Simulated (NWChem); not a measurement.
# NaF (SMILES [F][Na]) at 6 levels

We compute a comparison of 6 runs (B3LYP/cc-pVTZ, BLYP/6-31+G*, PBE/cc-pVTZ, PBE0/cc-pVTZ, SVWN5/cc-pVTZ, CCSD/cc-pVTZ) of NaF. 

The results are computed with NWChem 7.3.0.

1 further run of the same task is left out (set aside as unsound or not needed).

## (1) Starting point

NaF: 2 atoms, total charge 0, spin state singlet. SMILES: `[F][Na]`. The shape is that of a PBE0-D4/def2-TZVP optimisation.

Bond lengths: F1–Na2 1.922 Å.

## (2) Energy and forces at B3LYP/cc-pVTZ (run 1)

Input file fna.xyz:

```xyz
2

F     -0.804100     0.240100    -0.422400
Na     0.833600    -0.300300     0.426500
```

Input file run.py:

```python
from ase.io import read
from ase.calculators.nwchem import NWChem

molecule = read('fna.xyz')

calc = NWChem(
    label='fna',
    theory='dft',
    memory='2200 mb',
    basis='cc-pVTZ',
    basispar='spherical bse',
    dft={'xc': 'b3lyp', 'mult': '1', 'grid': 'xfine', 'convergence': 'energy 1e-08', 'iterations': '100', 'mulliken': None, 'print': 'low'},
)
molecule.calc = calc

forces = molecule.get_forces()
print(f"energy = {molecule.get_potential_energy():.6f} eV")
print("forces (eV/A):")
for s, f in zip(molecule.symbols, forces):
    print(f"{s:2s} {f[0]:10.5f} {f[1]:10.5f} {f[2]:10.5f}")
```

Launch:

```console
$ export ASE_NWCHEM_COMMAND="nwchem PREFIX.nwi > PREFIX.nwo"
$ python run.py
```

The log of the run:

```text
energy = -7135.733961 eV
forces (eV/A):
F    -0.15967    0.05266   -0.08274
Na    0.15967   -0.05266    0.08274
```

The calculator wrote fna.nwi:

```
title "fna"

permanent_dir fna

scratch_dir fna

start fna

geometry units angstrom nocenter noautosym noautoz
  F  -8.0410000000000004e-01 2.4010000000000001e-01 -4.2240000000000000e-01
  Na 8.3360000000000001e-01 -3.0030000000000001e-01 4.2649999999999999e-01
end

memory 2200 mb

basis spherical bse noprint
   * library cc-pVTZ
end

dft
  xc b3lyp
  mult 1
  grid xfine
  convergence energy 1e-08
  iterations 100
  mulliken
  print low
end

task dft gradient
```

fna.nwo:

```text
Northwest Computational Chemistry Package (NWChem) 7.3.0
             --------------------------------------------------------

           Job information
           ---------------

    nwchem branch   = 7.3.0
    use scalapack   = T
    input           = fna.nwi
    prefix          = fna.
    data base       = fna/fna.db
    status          = startup
    nproc           =        1

           Memory information
           ------------------

[... 5 lines left out ...]
    hardfail = no
[... 34 lines left out ...]
            Nuclear Dipole moment (a.u.)
[... 56 lines left out ...]
         Total DFT energy =     -262.233388440750
[... 1 line left out ...]
           Coulomb energy =      159.335095701596
[... 1 line left out ...]
 Nuclear repulsion energy =       27.254945579729
[... 18 lines left out ...]
    Atom       Charge   Shell Charges
 -----------   ------   -------------------------------------------------------
    1 F    9     9.19   1.60  0.56  0.95  0.59  1.54  2.34  1.60  0.00  0.00  0.00
    2 Na  11    10.81   1.98  1.33  0.68  0.10  0.03  5.66  0.40  0.13  0.01  0.18  0.14  0.19

                         DFT ENERGY GRADIENTS

    atom               coordinates                        gradient
                 x          y          z           x          y          z
   1 F      -1.519529   0.453723  -0.798220    0.003105  -0.001024   0.001609
   2 Na      1.575276  -0.567485   0.805968   -0.003105   0.001024  -0.001609

 Task  times  cpu:       18.0s     wall:       18.0s
 Total times  cpu:       18.0s     wall:       18.0s
```

It took 19 s on 1 thread of AMD EPYC 7R13 (Zen 3), shared host; peak memory 0.12 GiB.

## (3) Energy and gradient at BLYP/6-31+G(d) (spherical functions) (run 2)

Input file fna.nw:

```
start fna
memory stack 880 mb heap 220 mb global 1100 mb

geometry units angstrom noautosym nocenter noautoz
 F       -0.804100       0.240100      -0.422400
 Na       0.833600      -0.300300       0.426500
end

basis spherical bse
 * library 6-31+G*
end

dft
 xc becke88 lyp
 grid xfine
 convergence energy 1e-08
 maxiter 100
 mulliken
end

task dft gradient
```

Launch:

```console
$ nwchem fna.nw > fna.out
```

The log of the run:

```text
[...]
          Wavefunction type:  closed shell.
          No. of atoms     :     2
          No. of electrons :    20
[...]
          Charge           :     0
          Spin multiplicity:     1
[...]
          AO basis - number of functions:    40
[...]
              XC Information
              --------------
                    Becke 1988 Exchange Functional  1.000
              Lee-Yang-Parr Correlation Functional  1.000
[...]
 d= 0,ls=0.0,diis     1   -262.0566729921 -2.89D+02  6.92D-02  8.89D-01     0.5
[...]
  Singularity in Pulay matrix. Error and Fock matrices removed.
 d= 0,ls=0.5,diis    35   -262.1676481441 -8.46D-08  5.48D-06  4.58D-07    10.0
[...]
  Singularity in Pulay matrix. Error and Fock matrices removed.
 d= 0,ls=0.5,diis    41   -262.1676482973 -7.28D-09  1.61D-06  3.96D-08    11.8
         Total DFT energy =     -262.167648302142
      One electron energy =     -423.323192288824
           Coulomb energy =      158.842944915660
    Exchange-Corr. energy =      -24.942346508707
 Nuclear repulsion energy =       27.254945579729
[...]
      Total Density - Mulliken Population Analysis
     ---------------------------------------------
    Atom       Charge   Shell Charges
 -----------   ------   -------------------------------------------------------
    1 F    9     9.82   2.00  0.93  3.28  1.03  1.99  0.04  0.56  0.00
    2 Na  11    10.18   2.00  1.99  5.97  0.07  0.10 -0.00  0.01  0.00  0.00  0.05
[...]
  wavefunction    = closed shell
                         DFT ENERGY GRADIENTS
    atom               coordinates                        gradient
                 x          y          z           x          y          z
   1 F      -1.519529   0.453723  -0.798220    0.006088  -0.002009   0.003156
   2 Na      1.575276  -0.567485   0.805968   -0.006088   0.002009  -0.003156
[...]
```

Wall time 14 s (1 thread of AMD EPYC 7R13 (Zen 3), shared host); peak memory 0.11 GiB.

Runs 3 to 5 aren't shown in full; the table further down has their settings and results.

## (4) A single-point energy at CCSD/cc-pVTZ (run 6)

Input file a.xyz:

```xyz
2

F     -0.804100     0.240100    -0.422400
Na     0.833600    -0.300300     0.426500
```

Input file a.nw:

```
start a
memory total 2200 mb
geometry noautosym nocenter noautoz
load a.xyz
end
basis spherical bse
* library cc-pVTZ
end
scf
thresh 1e-08
maxiter 80
end
ccsd
freeze core 2
maxiter 60
end
task ccsd energy
```

Launch:

```console
$ nwchem a.nw > a.out
```

The log of the run:

```text
[...]
  functions       =    64
[...]
  wavefunction    = RHF
[...]
         Total SCF energy =   -261.367335494818
      One-electron energy =   -424.327477296253
      Two-electron energy =    135.705196221705
 Nuclear repulsion energy =     27.254945579729
        Time for solution =     16.2s
[...]
 Total MP2 energy:           -261.656642439190819
[...]
             energy      energy      error      ampl     ampl      Block
                                                time     time      time
[...]
 Total CCSD energy:           -261.654048699862869
[...]
```

It took 59 s on 1 thread of AMD EPYC 7R13 (Zen 3), shared host; peak memory 0.13 GiB.

## (5) Overview of the runs

| run | level | task | integration grid | energy (Eh) | largest force (eV/Å) | wall time |
| --- | --- | --- | --- | --- | --- | --- |
| 1 | B3LYP/cc-pVTZ | gradient | xfine | -262.233388 | 0.187 | 19 s |
| 2 | BLYP/6-31+G* (spherical functions) | gradient | xfine | -262.167648 | 0.367 | 14 s |
| 3 | PBE/cc-pVTZ | gradient | xfine | -262.007350 | 0.342 | 21 s |
| 4 | PBE0/cc-pVTZ | gradient | xfine | -262.017935 | 0.158 | 19 s |
| 5 | SVWN5/cc-pVTZ | gradient | xfine | -260.741658 | 0.051 | 19 s |
| 6 | CCSD/cc-pVTZ | energy | – | -261.654049 | – | 59 s |

## (6) What came out

| quantity | value |
| --- | --- |
| run 6: total energy | -261.65405 Eh |
| run 6: HOMO energy (Hartree–Fock orbitals) | -11.54 eV |
| run 6: LUMO energy (Hartree–Fock orbitals) | -0.32 eV |
| run 6: HOMO–LUMO gap (Hartree–Fock orbitals) | 11.22 eV |
| run 6: correlation energy (2 core orbitals frozen) | -286.7 mEh |

Over runs 2, 3, 4, 5 the dipole moment (its size) runs from 7.58 D (PBE/cc-pVTZ) to 7.94 D (PBE0/cc-pVTZ). Over runs 2, 3, 4, 5 the HOMO–LUMO gap runs from 2.85 eV (BLYP/6-31+G*) to 5.21 eV (PBE0/cc-pVTZ). The two ends differ in method and basis. Totals of different functionals can't be ranked against each other. All runs together took 2.5 min, the longest 59 s.
